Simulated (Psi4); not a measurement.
# C2H4ClF (1-chloro-2-fluoroethane) at TDA-PBE/def2-TZVP (density fitting with cc-pvqz-jkfit, save jk yes, sweep point 5)

We compute the vertical excitations of C2H4ClF (1-chloro-2-fluoroethane). The job is set up through a Python script.

Program for the calculation: Psi4 1.11.

## Step 1: The system as given

C2H4ClF has 8 atoms, charge 0, and is taken as a singlet. SMILES: `FCCCl`. Geometry: relaxed at PBE0-D4/def2-TZVP. This is one conformer, not always the lowest.

Bond lengths: F1–C2 1.375 Å, C2–C3 1.501 Å, C3–Cl4 1.778 Å, C2–H5 1.093 Å, C2–H6 1.096 Å, C3–H7 1.090 Å, C3–H8 1.091 Å. Some angles: F1–C2–C3 110.9°, C2–C3–Cl4 112.2°, F1–C2–H5 108.3°, F1–C2–H6 108.0°, C3–C2–H5 111.2°, C3–C2–H6 109.0°, C2–C3–H7 110.7°, C2–C3–H8 109.7°, Cl4–C3–H7 107.4°, Cl4–C3–H8 107.5°.

## Step 2: The excited states at TDA-PBE/def2-TZVP (density fitting with cc-pvqz-jkfit, save jk yes, sweep point 5)

Input file c2h4clf.py:

```python
import psi4

psi4.set_memory('1600 MB')
psi4.set_num_threads(1)
psi4.core.set_output_file('c2h4clf.out', False)

molecule = psi4.geometry("""
0 1
F     -1.336980     0.498150     1.030500
C     -0.143560     0.671020     0.368890
C      0.300450    -0.609920    -0.275720
Cl    -0.759330    -1.087620    -1.620890
H     -0.273910     1.462220    -0.374180
H      0.609620     0.981160     1.102570
H      0.296790    -1.425630     0.446820
H      1.306920    -0.489380    -0.677980
symmetry c1
""")

psi4.set_options({
    'basis': 'def2-TZVP',
    'puream': True,
    'scf_type': 'df',
    'dft_radial_points': 99,
    'dft_spherical_points': 590,
    'df_basis_scf': 'cc-pvqz-jkfit',
    'save_jk': True,
})

from psi4.driver.procrouting.response.scf_response import tdscf_excitations
result, w = psi4.energy("pbe", return_wfn=True)
states = tdscf_excitations(w, states=4, tda=True)
for k, s in enumerate(states, 1):
    print(f"root {k}: {s['EXCITATION ENERGY'] * 27.211386:.4f} eV  f = {s['OSCILLATOR STRENGTH (LEN)']:.4f}  {s['SYMMETRY']}")
print(f'pbe energy: {result:.10f} Eh')
for k, v in sorted(psi4.core.scalar_variables().items()):
    print(f'{k:45s} {v:18.10f}')
```

The run is started by

```bash
$ python c2h4clf.py
```

**Question.** What will come out? Wanted: ground-state or mean-field energy; dipole moment; HOMO energy; LUMO energy; HOMO–LUMO gap; lowest excitation energy.

Computed results:

At TDA-PBE/def2-TZVP (density fitting with cc-pvqz-jkfit, save jk yes, sweep point 5):

```
                              quantity          value
     ground-state or mean-field energy  -638.35265 Eh
 dipole moment (PBE Kohn–Sham density)         2.55 D
  HOMO energy (PBE Kohn–Sham orbitals)       -7.13 eV
  LUMO energy (PBE Kohn–Sham orbitals)       -0.36 eV
HOMO–LUMO gap (PBE Kohn–Sham orbitals)        6.77 eV
              lowest excitation energy        7.13 eV
```

In words: The brightest of the 4 transitions from the ground state lies at 7.80 eV (159 nm, f = 0.018); the lowest, at 7.13 eV, has f = 0.004. The basis has no diffuse functions, so Rydberg states are missing or pushed up, and the true lowest state may lie lower. Roots above 7.1 eV lie over the negative of the HOMO energy, where those of Rydberg kind are poorly described; valence roots are less touched.
